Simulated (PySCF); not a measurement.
H2Si, SMILES [SiH2] (connectivity only; charge and spin as stated), charge -1, multiplicity 2.

The structure is a stationary point at PBE0-D3(BJ)/def2-TZVPD. The spin state was assumed, not searched. The isomer is the one that the SMILES or the coordinates give; other isomers of the formula were not compared.

Computed with PBE/def2-TZVPD (PySCF).

Isolated molecule, no solvent. A positive occupied level means that this level leaves the electron formally unbound; only the finite basis holds it.

```yaml
total_energy: -290.49913 hartree
point_group: C2v
"α spin, highest occupied and lowest empty level": 1.85 and 4.25 eV
"β spin, highest occupied and lowest empty level": 0.76 and 3.25 eV
dipole_moment_about_the_centre_of_nuclear_charge: 0.20 D
mean_static_polarisability: 77.4 bohr³ (11.47 Å³)
polarisability_principal_values: 68.4, 79.2, 84.6 bohr³
"⟨S²⟩": 0.757 (pure state 0.75)
```
